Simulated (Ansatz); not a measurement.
How basis sets differ on SiH4 (silane)

SiH4, singlet, SMILES `[SiH4]`. Each level relaxes the structure for itself.

Quantity: the zero-point energy at each level's own minimum, in kJ/mol. The values are calculated.

| level | kind | program | value (kJ/mol) |
| --- | --- | --- | --- |
| MP2/pcseg-0 | perturbation theory | Ansatz | 80.0 |
| MP2/6-31G* (Cartesian functions) | perturbation theory | Ansatz | 85.0 |
| MP2/pcseg-1 | perturbation theory | Ansatz | 85.5 |
| MP2/pcseg-2 | perturbation theory | Ansatz | 85.1 |

Harmonic and unscaled. The values span 80.0 to 85.5 kJ/mol. Without the sets that lack polarisation functions the rows with a basis span only 85.0 to 85.5 kJ/mol.
